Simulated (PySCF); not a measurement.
chlorine (Cl2), SMILES ClCl. Atoms are numbered in the order given.

```xyz
2

Cl     0.0000     0.0000    -0.9901
Cl     0.0000     0.0000     0.9901
```
Charge 0, spin multiplicity 1.

The structure is a stationary point at PBE0-D3(BJ)/def2-TZVPD.

All values below come from PySCF with M06-2X/def2-TZVPD.

Gas-phase values at a fixed geometry.

Computed frontier levels, gap, dipole moment and polarisability:
The highest occupied level is -10.06 eV and the lowest empty level is -1.95 eV. The orbital gap comes out as 8.11 eV and the dipole moment is 0.00 D. The quadrupole, principal values (traceless, Buckingham form, about the centre of nuclear charge) is -1.59, -1.59, 3.18 D·Å, the mean static polarisability comes out as 30.7 bohr³ (4.55 Å³) and the polarisability, principal values is 25.1, 25.1, 41.9 bohr³.
